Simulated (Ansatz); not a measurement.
Born–Oppenheimer molecular dynamics of BFH₃N (6 atoms, charge 0, multiplicity 1). It goes on from the last frame of an earlier run, with new velocities.

Theory: Ansatz 0.2.0, RKS B3LYP-D4/def2-SVP.

* ensemble: NVE (velocity Verlet)
* time step: 1 fs
* steps asked: 150
* starting velocities drawn for: 200 K
* seed: 317656

Frames 5 fs apart, positions in Å, forces in eV/Å.

Velocities at 80 fs (Å/ps):

```
B -1.01 -1.90 -1.92
H -20.14 -7.69 11.71
F -3.06 -0.33 -1.20
N 4.91 6.13 2.30
H 6.07 -29.33 4.48
H 14.23 -21.67 -4.85
```

```xyz
6
Properties=species:S:1:pos:R:3:forces:R:3 time_fs=80 energy_less_start_eV=-0.072 T=348
B -0.062 -0.025 -0.050 -0.25 0.00 0.14
H 0.033 -0.433 1.081 -0.18 -0.02 0.07
F 1.034 0.474 -0.608 0.41 0.12 -0.38
N -1.268 -0.047 -0.753 -0.41 0.34 -2.10
H -2.126 -0.372 -0.320 0.05 -0.06 -0.07
H -1.387 0.194 -1.796 0.38 -0.39 2.34
6
Properties=species:S:1:pos:R:3:forces:R:3 time_fs=85 energy_less_start_eV=-0.032 T=272
B -0.068 -0.036 -0.052 0.24 0.07 1.10
H -0.073 -0.456 1.104 0.29 0.20 -0.42
F 1.022 0.473 -0.616 0.55 -0.02 -0.05
N -1.252 -0.019 -0.748 -0.61 -0.80 2.08
H -2.043 -0.495 -0.337 -0.25 0.02 -0.07
H -1.297 0.079 -1.706 -0.22 0.53 -2.65
6
Properties=species:S:1:pos:R:3:forces:R:3 time_fs=90 energy_less_start_eV=0.035 T=140
B -0.068 -0.043 -0.035 0.39 0.71 -0.32
H -0.115 -0.448 1.072 0.50 -0.20 0.72
F 1.017 0.472 -0.624 0.41 -0.16 0.32
N -1.250 -0.001 -0.737 -1.40 -1.11 -2.26
H -2.000 -0.612 -0.382 0.23 0.58 -0.35
H -1.235 0.044 -1.802 -0.12 0.17 1.89
6
Properties=species:S:1:pos:R:3:forces:R:3 time_fs=95 energy_less_start_eV=-0.020 T=238
B -0.062 -0.037 -0.019 -0.34 0.24 0.17
H -0.045 -0.464 1.139 0.25 0.24 -0.58
F 1.016 0.469 -0.629 0.27 -0.11 0.37
N -1.264 0.000 -0.747 0.79 -0.37 0.98
H -1.972 -0.640 -0.469 -0.94 -0.37 0.34
H -1.196 0.065 -1.733 -0.02 0.38 -1.28
6
Properties=species:S:1:pos:R:3:forces:R:3 time_fs=100 energy_less_start_eV=-0.038 T=274
B -0.062 -0.025 -0.003 -0.39 0.12 -0.84
H 0.080 -0.440 1.118 -0.23 -0.01 0.05
F 1.020 0.464 -0.629 0.07 0.08 0.19
N -1.272 -0.010 -0.750 -0.06 -1.09 -0.36
H -2.054 -0.663 -0.525 0.82 0.95 -0.13
H -1.179 0.150 -1.777 -0.21 -0.04 1.09
6
Properties=species:S:1:pos:R:3:forces:R:3 time_fs=105 energy_less_start_eV=-0.044 T=284
B -0.070 -0.011 -0.004 -0.01 -0.19 -0.74
H 0.153 -0.416 1.102 -0.55 -0.11 0.25
F 1.024 0.461 -0.627 -0.11 0.27 -0.08
N -1.274 -0.033 -0.751 1.99 0.74 -0.18
H -2.076 -0.572 -0.570 -1.19 -0.66 0.54
H -1.198 0.267 -1.724 -0.13 -0.05 0.20
6
Properties=species:S:1:pos:R:3:forces:R:3 time_fs=110 energy_less_start_eV=-0.070 T=335
B -0.078 -0.001 -0.018 0.61 -0.65 0.72
H 0.103 -0.412 1.127 -0.45 0.14 -0.42
F 1.027 0.461 -0.626 -0.10 0.29 -0.11
N -1.258 -0.053 -0.750 -1.30 -0.36 -0.05
H -2.175 -0.502 -0.534 1.32 0.63 0.08
H -1.240 0.367 -1.672 -0.09 -0.05 -0.22
6
Properties=species:S:1:pos:R:3:forces:R:3 time_fs=115 energy_less_start_eV=-0.091 T=377
B -0.075 -0.003 -0.023 0.12 -0.16 -0.26
H -0.043 -0.389 1.095 0.22 -0.18 0.57
F 1.028 0.464 -0.625 -0.01 0.12 0.15
N -1.250 -0.074 -0.753 0.36 1.38 -1.87
H -2.143 -0.367 -0.436 -0.77 -0.34 0.56
H -1.308 0.461 -1.649 0.08 -0.81 0.84
6
Properties=species:S:1:pos:R:3:forces:R:3 time_fs=120 energy_less_start_eV=-0.044 T=287
B -0.069 -0.011 -0.028 -0.38 -0.18 0.30
H -0.142 -0.391 1.139 0.59 0.15 -0.42
F 1.030 0.469 -0.623 0.12 -0.09 0.37
N -1.246 -0.082 -0.771 -0.98 -0.52 1.73
H -2.136 -0.267 -0.274 0.82 0.07 -0.57
H -1.362 0.454 -1.591 -0.17 0.57 -1.42
6
Properties=species:S:1:pos:R:3:forces:R:3 time_fs=125 energy_less_start_eV=0.000 T=203
B -0.069 -0.021 -0.031 -0.03 0.41 -0.73
H -0.112 -0.371 1.122 0.37 -0.06 0.03
F 1.033 0.473 -0.617 0.09 -0.24 0.36
N -1.252 -0.088 -0.779 -0.36 1.07 -0.67
H -2.058 -0.167 -0.168 -0.45 -0.18 -0.41
H -1.431 0.459 -1.668 0.38 -1.00 1.41
6
Properties=species:S:1:pos:R:3:forces:R:3 time_fs=130 energy_less_start_eV=-0.012 T=228
B -0.071 -0.023 -0.047 0.27 0.40 -0.43
H 0.000 -0.361 1.104 -0.16 -0.14 0.09
F 1.037 0.474 -0.606 0.18 -0.12 -0.15
N -1.263 -0.085 -0.782 0.24 -0.72 2.66
H -2.066 -0.118 -0.164 -0.37 -0.31 -0.30
H -1.447 0.357 -1.631 -0.16 0.89 -1.87
6
Properties=species:S:1:pos:R:3:forces:R:3 time_fs=135 energy_less_start_eV=-0.017 T=238
B -0.067 -0.017 -0.071 0.16 -0.14 1.13
H 0.078 -0.381 1.096 -0.50 0.01 -0.38
F 1.044 0.474 -0.597 0.41 0.16 -0.78
N -1.275 -0.082 -0.764 -1.48 0.83 -0.97
H -2.164 -0.137 -0.230 0.92 -0.25 -0.55
H -1.439 0.311 -1.732 0.49 -0.60 1.56
```

Of the whole run (150 fs, mean temperature of the second half 274 K): The conserved energy stayed within 1.3 meV per atom of its start (net change 0.68 meV per atom), so the integration is sound. The kinetic energy rose, since the run started high on the potential surface and went downhill. A run of 0.15 ps of so small a system gives no equilibrium averages.

Run time: 2.3 min on 1 thread of Arm Neoverse V2 (shared host), peak memory 0.099 GiB.
